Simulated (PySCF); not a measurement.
C5H12N (charge +1).
Geometry (PBE0-D3(BJ)/def2-SVP, Å), atoms numbered from 1 in this order:
```xyz
18
C5H12N angstrom
C      2.3162    0.4443    0.5877
C      1.4092    0.0491   -0.3067
C      0.0043   -0.3271    0.0554
C     -0.4399   -1.6489   -0.5377
N     -0.9065    0.8026   -0.4163
C     -2.3224    0.7504    0.0245
H      2.0858    0.5162    1.6562
H      3.3368    0.6924    0.2857
H      1.6843   -0.0451   -1.3655
H     -0.1110   -0.3322    1.1511
H      0.2445   -2.4327   -0.1850
H     -1.4541   -1.9400   -0.2306
H     -0.3845   -1.6378   -1.6383
H     -0.8639    0.8395   -1.4437
H     -0.4767    1.6823   -0.1028
H     -2.3495    0.7048    1.1202
H     -2.8403    1.6521   -0.3251
H     -2.8035   -0.1384   -0.3978
```

Computed at PBE0/pcSseg-1 (PySCF, non-relativistic), with Q(14N) = 0.02044 b: N5, 14N (I = 1): χzz = 0.305 MHz, η = 0.195.

Question: Where would the pure quadrupole (NQR) lines of 14N at N5 fall for the rigid, isolated species?

Answer: From ν± = (3/4)|χ|(1 ± η/3) and ν0 = |χ|η/2: ν+ 0.244 MHz, ν− 0.214 MHz, ν0 0.030 MHz (ammonium nitrogen).

In a crystal, neighbours and librations shift these lines. With so small a basis the couplings can be 20 % off.

One conformer stands for the species.
